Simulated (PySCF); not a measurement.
**Working with the constants of CF**

PBE0 constants of CF, ²Π (doublet), unpaired electrons π ↑ (C def2-TZVP, F def2-TZVP; no relativity (PySCF 2.14); masses 12.0000 and 18.9984 u):

- ωe: 1339.0 cm⁻¹
- ωexe: 10.6 cm⁻¹
- Be: 1.425 cm⁻¹
- αe: 0.0177 cm⁻¹
- D (centrifugal): 6.46e-06 cm⁻¹
- De to C + F: 5.84 eV

(1) Give the vibrational terms G(v) and spacings up to v = 6.

(2) How well does the Morse estimate ωe²/(4ωexe) reproduce De, and what is D0?

The state was picked by a PBE0 search and need not be the measured ground state.

Results:

(1) G(v) = ωe(v+½) − ωexe(v+½)².

```json
{"v": "0", "G(v) (cm⁻¹)": "667", "G(v) − G(v−1)": "", "Bv (cm⁻¹)": "1.416"}
{"v": "1", "G(v) (cm⁻¹)": "1985", "G(v) − G(v−1)": "1318", "Bv (cm⁻¹)": "1.398"}
{"v": "2", "G(v) (cm⁻¹)": "3281", "G(v) − G(v−1)": "1297", "Bv (cm⁻¹)": "1.381"}
{"v": "3", "G(v) (cm⁻¹)": "4557", "G(v) − G(v−1)": "1275", "Bv (cm⁻¹)": "1.363"}
{"v": "4", "G(v) (cm⁻¹)": "5811", "G(v) − G(v−1)": "1254", "Bv (cm⁻¹)": "1.345"}
{"v": "5", "G(v) (cm⁻¹)": "7044", "G(v) − G(v−1)": "1233", "Bv (cm⁻¹)": "1.328"}
{"v": "6", "G(v) (cm⁻¹)": "8256", "G(v) − G(v−1)": "1212", "Bv (cm⁻¹)": "1.310"}
```

(2) It gives 5.24 eV, 90 % of the computed De. D0 = De − G(0) = 5.84 − 0.08 = 5.76 eV.
